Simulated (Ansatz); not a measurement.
**[GeH3···H···Si], triplet: the ladder up to UCCSDT(Q)**

Geometry: a point of a hydrogen-transfer path between rigid fragments, not a stationary point.

| atom | x (Å) | y (Å) | z (Å) |
| --- | --- | --- | --- |
| Ge | -0.9180 | 0.0000 | 0.0000 |
| H | -1.4295 | 1.4466 | 0.0000 |
| H | -1.4295 | -0.7233 | 1.2528 |
| H | -1.4295 | -0.7233 | -1.2528 |
| H | 0.9300 | 0.0000 | 0.0000 |
| Si | 2.4950 | 0.0000 | 0.0000 |

Basis cc-pVDZ; Ansatz 0.2.0. Only valence electrons are correlated (noble-gas cores and the filled d shells of p-block atoms frozen), which leaves 12 electrons in 46 orbitals. Prefix R: restricted or restricted open-shell reference; prefix U: unrestricted. No spin–orbit coupling is included, and no scalar relativity.

Full CI isn't at hand for all of this; UCCSDT(Q) serves as the reference, and is uncertain by about the last step of the cluster series.

- UHF ⟨S²⟩: 2.026
- T1 diagnostic (RCCSD): 0.0230
- largest doubles amplitude (RCCSD): 0.097
- T1 diagnostic (UCCSD): 0.0188

Question: From what is known of these methods and the diagnostics, rank them by the size of their error in total energy against UCCSDT(Q) in cc-pVDZ, smallest first (an estimate: the text doesn't fix the numbers).
A. UHF
B. UCCSD
C. UCCSDT
D. UMP2
E. UCCSD(T)

Answer: C (0.18 kcal/mol), E (1.07 kcal/mol), B (4.66 kcal/mol), D (34.06 kcal/mol), A (141.29 kcal/mol).

All errors are against UCCSDT(Q) in cc-pVDZ. Within each family the higher level lies nearer, as is usual though not guaranteed.
